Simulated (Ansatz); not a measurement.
Consider the cleavage of the Al–Si bond: `[SiH3][AlH][Cl]` + HCl → `[Cl][AlH][Cl]` + SiH₄.

Gas-phase electronic energies from Ansatz, PBE0-D4/def2-TZVP geometries. CCSD(T)/CBS is the MP2 limit (def2-TZVPP, def2-QZVPP) plus CCSD(T) − MP2 in def2-TZVPP, frozen cores. This one scheme is used for every species. Functionals use def2-TZVPP. HSE06 is defined as in plane-wave codes.

```tsv
level	ΔE (kJ/mol)
r2SCAN-D4	-159.5
HSE06-D4	-147.2
ωB97M-V	-164.7
PBE-QIDH	-158.7
r2SCAN0	-161.7
BHLYP	-168.3
HF/def2-SVP	-180.3
MP2/def2-TZVPP	-168.4
```

(1) What does CCSD(T)/CBS give? (Best estimate.)

(2) What do rigid-rotor, harmonic-oscillator terms from PBE0-D4/def2-TZVP frequencies (298.15 K, 1 bar) make of the CCSD(T)/CBS value? (An estimate is asked.)

Largest T1 diagnostic among the species: 0.011.

Answers

(1) Ansatz gave: -159.5 kJ/mol. The listed levels differ from it by 0.0, 12.3, -5.2, 0.8, -2.2, -8.8, -20.8, -8.9 kJ/mol.

(2) Ansatz gave: ΔZPE = +4.3 kJ/mol, ΔH = -158.3 kJ/mol, ΔS = -32 J/(mol·K), ΔG = -148.8 kJ/mol. Modes under 50 cm⁻¹ make the entropy rough.

In def2-TZVPP, CCSD(T) changes the Hartree–Fock value by +20.6 kJ/mol (the triples alone add +1.7 kJ/mol) and MP2 by +9.3 kJ/mol. From PBE to PBE0 (25 % exact exchange), in def2-TZVPP and without D4, ΔE moves by −6.3 kJ/mol.
